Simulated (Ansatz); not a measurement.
# C₄H₁₀O: small, medium and large basis sets

The task here is to estimate one member of a computed series from the others.

Computed with Ansatz 0.2.0, Gaussian basis. Level: one geometry, several basis sets.

Levels to be run: PBE0-D4/def2-SVP; ωB97M-V/def2-SVP; PBE0-D4/def2-QZVPP; ωB97M-V/def2-QZVPP; the functionals' def2-TZVPP values are taken from earlier runs.

### Structure used throughout

All runs share one geometry, relaxed beforehand with PBE0-D4 in a triple-zeta def2 set.

SMILES `COC(C)C`, 15 atoms, charge 0, spin multiplicity 1.

Atoms are counted from 1 here; the program's logs count them from 0.

Bond lengths: C1–O2 1.399 Å, C1–H6 1.097 Å, C1–H7 1.100 Å, C1–H8 1.091 Å, O2–C3 1.415 Å, C3–C4 1.519 Å, C3–C5 1.512 Å, C3–H9 1.103 Å, C4–H10 1.092 Å, C4–H11 1.093 Å, C4–H12 1.092 Å, C5–H13 1.092 Å, C5–H14 1.093 Å, C5–H15 1.091 Å. Angles: O2–C1–H6 112.7°, O2–C1–H7 111.4°, O2–C1–H8 107.3°, H6–C1–H7 108.3°, H6–C1–H8 108.3°, H7–C1–H8 108.7°, C1–O2–C3 114.4°, O2–C3–C4 112.1°, O2–C3–C5 106.5°, O2–C3–H9 108.3°, C4–C3–C5 111.9°, C4–C3–H9 108.8°, C5–C3–H9 109.1°, C3–C4–H10 110.3°, C3–C4–H11 110.0°, C3–C4–H12 112.0°, H10–C4–H11 108.4°, H10–C4–H12 107.5° and more.

The first run:

in.yaml

```yaml
crystal:
  periodic: [false, false, false]
  atoms:
    - {symbol: C, position_ang: [-1.567881, -0.299553, 1.265730]}
    - {symbol: O, position_ang: [-1.092034, -0.314475, -0.049986]}
    - {symbol: C, position_ang: [0.154072, 0.331952, -0.229426]}
    - {symbol: C, position_ang: [1.301774, -0.462558, 0.370292]}
    - {symbol: C, position_ang: [0.324776, 0.531583, -1.718488]}
    - {symbol: H, position_ang: [-0.963886, -0.918293, 1.941564]}
    - {symbol: H, position_ang: [-1.600326, 0.722850, 1.669389]}
    - {symbol: H, position_ang: [-2.581945, -0.700595, 1.247996]}
    - {symbol: H, position_ang: [0.107951, 1.317494, 0.263725]}
    - {symbol: H, position_ang: [2.250221, 0.049975, 0.193681]}
    - {symbol: H, position_ang: [1.353048, -1.452427, -0.090500]}
    - {symbol: H, position_ang: [1.192364, -0.589420, 1.448993]}
    - {symbol: H, position_ang: [1.254725, 1.062199, -1.932837]}
    - {symbol: H, position_ang: [0.353967, -0.436015, -2.225595]}
    - {symbol: H, position_ang: [-0.508624, 1.106382, -2.125334]}
basis:
  gaussian: {orbitals: def2-SVP}
hamiltonian: {xc: pbe0, dispersion: d4}
output: {orbitals: {seedname: orbitals}}
```

Command:

```bash
$ ansatz run in.yaml --threads 4 --pin off --events-out ev --progress --plain --max-ram 10444MiB
```

Among the steps run: PBE0-D4 in def2-SVP; ωB97M-V in def2-SVP; PBE0-D4 in def2-QZVPP; ωB97M-V in def2-QZVPP.

One of the session's tables, all rows but one given; the rest of the session is left out.

It belongs to the step «Functionals by basis». 

| functional | basis | HOMO (eV) | LUMO (eV) |
| --- | --- | --- | --- |
| PBE0-D4 | def2-SVP | -7.16 | 1.83 |
| PBE0-D4 | def2-TZVPP | -7.30 | 1.28 |
| PBE0-D4 | def2-QZVPP | ? | ? |
| ωB97M-V | def2-SVP | -9.57 | 3.50 |
| ωB97M-V | def2-TZVPP | -9.72 | 2.74 |
| ωB97M-V | def2-QZVPP | -9.75 | 1.92 |

Q: Estimate the row for PBE0-D4, def2-QZVPP from the others.

As computed: HOMO (eV): -7.33; LUMO (eV): 0.78. In the column «HOMO (eV)» it lies between ωB97M-V, def2-SVP (-9.57) and PBE0-D4, def2-TZVPP (-7.30).
